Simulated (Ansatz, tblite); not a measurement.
**The cluster Si₂O₂+: one state, many levels**

One table from this session's results is given with a row withheld; the runs are named, their logs left out.

Program: Ansatz 0.2.0, Gaussian basis. Level of theory: as each input shows. These are calculated values, not measurements.

The runs, in order: GFN1-xTB, GFN2-xTB, PBE-D4/def2-TZVP, r2SCAN-D4/def2-TZVP, BLYP-D4/def2-TZVP, B3LYP-D4/def2-TZVP, CAM-B3LYP-D4/def2-TZVP, ωB97M-V/def2-TZVP, B2PLYP/def2-TZVP, PBE-D4/def2-SVP, PBE0-D4/def2-SVP, HF/6-31G, B3LYP-D4/6-31G, CCSD(T)/def2-TZVPP, MP2/def2-TZVP, RPA/def2-TZVP.

## The relaxed structure

The doublet was relaxed beforehand with PBE0-D4/def2-TZVP. At that level it is the lowest of the isomers that a small search found.

4 atoms, charge 1, spin multiplicity 2.

Bond lengths: Si1–O3 1.676 Å, Si1–O4 1.676 Å, Si2–O3 1.676 Å, Si2–O4 1.676 Å. Angles: O3–Si1–O4 89.2°, O3–Si2–O4 89.2°, Si1–O3–Si2 90.8°, Si1–O4–Si2 90.8°.

The ion is computed in the gas phase, without counter-ions or solvent.

PBE0-D4/def2-TZVP was run before; its log isn't repeated, and its numbers join the tables.

The first run:

Tight binding, by tblite at 300 K electronic temperature and without a spin-polarisation term:

```python
tblite.interface.Calculator('GFN1-xTB', numbers, positions, charge=1, uhf=1).singlepoint()
```

Tight binding, by tblite at 300 K electronic temperature and without a spin-polarisation term:

```python
tblite.interface.Calculator('GFN2-xTB', numbers, positions, charge=1, uhf=1).singlepoint()
```

start.molden holds the orbitals of an earlier run on this state, given as this run's starting guess.

File in.yaml:

```yaml
crystal:
  periodic: [false, false, false]
  atoms:
    - {symbol: Si, position_ang: [0.878782, -0.796898, 0.132739]}
    - {symbol: Si, position_ang: [-0.878718, 0.796851, -0.132738]}
    - {symbol: O, position_ang: [-0.310190, -0.510710, -1.013595]}
    - {symbol: O, position_ang: [0.310126, 0.510757, 1.013594]}
basis:
  gaussian: {orbitals: def2-TZVP, initial_orbitals: start.molden}
total_charge: 1
magnetization: {spin_polarized: true, initial_magnetization: 1}
hamiltonian: {xc: pbe, dispersion: d4}
scf: {omitted_lower_state_checks: [starts]}
output: {forces: true, orbitals: {seedname: orbitals}}
```

Run with:

```bash
$ ansatz run in.yaml --threads 4 --pin off --events-out ev --progress --plain --max-ram 3916MiB
```

Steps of the session up to this table: PBE-D4/def2-TZVP; r2SCAN-D4/def2-TZVP; BLYP-D4/def2-TZVP; B3LYP-D4/def2-TZVP; CAM-B3LYP-D4/def2-TZVP; ωB97M-V/def2-TZVP; B2PLYP/def2-TZVP; PBE-D4/def2-SVP; PBE0-D4/def2-SVP; HF/6-31G; B3LYP-D4/6-31G; CCSD(T)/def2-TZVPP; MP2/def2-TZVP; RPA/def2-TZVP.

One of the session's tables, all rows but one given; the rest of the session is left out.

```
                 level  HOMO (eV)  LUMO (eV)  gap (eV)
              HF/6-31G     -16.17      -8.41      7.76
       PBE-D4/def2-SVP     -12.82     -11.85      0.97
      PBE-D4/def2-TZVP     -12.79     -11.84      0.96
     BLYP-D4/def2-TZVP     -12.64     -11.76      0.87
   r2SCAN-D4/def2-TZVP     -13.13     -11.71      1.42
        B3LYP-D4/6-31G     -14.01     -11.68      2.33
    B3LYP-D4/def2-TZVP     -13.78     -11.40      2.38
      PBE0-D4/def2-SVP          ?          ?         ?
     PBE0-D4/def2-TZVP     -14.03     -11.16      2.87
CAM-B3LYP-D4/def2-TZVP     -15.34     -10.31      5.03
     ωB97M-V/def2-TZVP     -15.94      -9.52      6.41
```

Q: Estimate the row for PBE0-D4/def2-SVP from the others.

**Answer.** HOMO (eV): -14.07; LUMO (eV): -11.20; gap (eV): 2.87. In the column «HOMO (eV)» it lies between CAM-B3LYP-D4/def2-TZVP (-15.34) and PBE0-D4/def2-TZVP (-14.03).
